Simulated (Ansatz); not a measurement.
# BHNS: the cost of one run

Program: Ansatz 0.2.0, Gaussian basis. Level of theory: def2-QZVPP, all electrons in the functionals, frozen cores in the correlation of double hybrids and RPA. These are calculated values, not measurements.

To be run: PBE, BLYP, r2SCAN, B97M-V, PBE0, B3LYP, wB97M-V, B2PLYP, at charge 0, doublet; charge 0, quartet; charge 1, singlet; charge 1, triplet.

2 further runs of the same task are left out: 2 set aside as unsound or not needed.

### 1 What is computed

The geometry is a PBE0/def2-TZVP stationary point (not a proven minimum).

4 atoms, charge 0, spin multiplicity 2.

Atoms are counted from 1 here; the program's logs count them from 0.

Bond lengths: B1–N2 1.256 Å, B1–H4 1.170 Å, N2–S3 1.585 Å. Angles: N2–B1–H4 180.0°, B1–N2–S3 180.0°.

No dispersion term is added; B97M-V, wB97M-V hold VV10 nonlocal correlation. B3LYP takes the VWN-RPA correlation.

The geometry shown and the zero of energy belong to the point charge 0, doublet. The yardstick, UCCSD(T), and other wave-function levels (R restricted, U unrestricted, valence and pair active spaces) come from earlier runs.

### 2 PBE, charge 0, doublet

in.yaml reads:

```yaml
crystal:
  periodic: [false, false, false]
  atoms:
    - {symbol: B, position_ang: [0.000000, 0.000000, 0.731700]}
    - {symbol: N, position_ang: [0.000000, 0.000000, -0.524000]}
    - {symbol: S, position_ang: [0.000000, 0.000000, -2.109200]}
    - {symbol: H, position_ang: [0.000000, 0.000000, 1.901500]}
basis:
  gaussian: {orbitals: "def2-QZVPP.json"}
magnetization: {spin_polarized: true, initial_magnetization: 1}
hamiltonian: {xc: {name: PBE}}
output: {orbitals: {seedname: orbitals}}
```

The run is started by

```sh
> ansatz run in.yaml --threads 1 --pin off --events-out ev --progress --plain --max-ram 2393MiB
```

**Question.** How long does this run take on 1 thread of Arm Neoverse N1, shared host, and how much memory does it need?

About 13 s, with a peak of 0.36 GiB.
